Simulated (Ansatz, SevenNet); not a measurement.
For wurtzite AgI, the machine-learned potential SevenNet-0 (trained on PBE and PBE+U data) gives:

| Quantity | Result |
|---|---|
| lattice parameter a | 4.699 Å |
| lattice parameter c | 7.690 Å |

What does PBE0 (Ansatz, a first-principles code, plane waves, PAW) give for the same quantities?


- lattice constant a: 4.676 Å (drops by 0.5 %)
- lattice parameter c: 7.639 Å (drops by 0.7 %)

For comparison: lattice constant a 4.591 Å (measured, temperature not stated, not corrected to a static lattice; as tabulated in Wikipedia's data pages); lattice parameter c 7.508 Å (measured, temperature not stated, not corrected to a static lattice; as tabulated in Wikipedia's data pages).

Changes are worked out from the printed values.

Unless a cell is named, each level is at its own relaxed cell (SevenNet-0 36.76, PBE0 36.17 Å³/atom).

Ansatz's density-functional and Hartree–Fock values are scalar-relativistic unless marked +SOC, with PAW data made under PBE.
